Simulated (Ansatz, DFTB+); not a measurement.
Lattice parameter c of 2H-SiC: levels of theory against measurement

Reference value: 5.048 Å (measured, room temperature, not corrected to a static lattice; as tabulated in Paulus et al. (1997), arXiv:cond-mat/9701136).

| level (code) | value (Å) |
|---|---|
| DFTB cp2k-nonscc (DFTB+) | 5.101 |
| LDA (Ansatz) | … |
| PBE (Ansatz) | 5.074 |
| r²SCAN+rVV10 (Ansatz) | 5.044 |
| B3LYP (VWN-RPA form) (Ansatz) | 5.069 |

Question: Some entries are withheld; supply them.

Answer: 
- LDA (Ansatz, an electronic-structure program), value (Å): 5.016

Differences against the reference: DFTB cp2k-nonscc +1.05 %, LDA -0.63 %, PBE +0.52 %, r²SCAN+rVV10 -0.08 %, B3LYP (VWN-RPA form) +0.42 %.

The reference is not for a static lattice or low temperature, so close values are not ranked against it.

The measured value isn't corrected to a static lattice, so vibrations enter the comparison.  DFTB cp2k-nonscc: this tight-binding set is not self-consistent in the charges. Cutoffs and k meshes differ between the levels. Ansatz's density-functional and Hartree–Fock values are scalar-relativistic unless marked +SOC, with PAW data made under PBE.

Differences are worked out from the printed values.
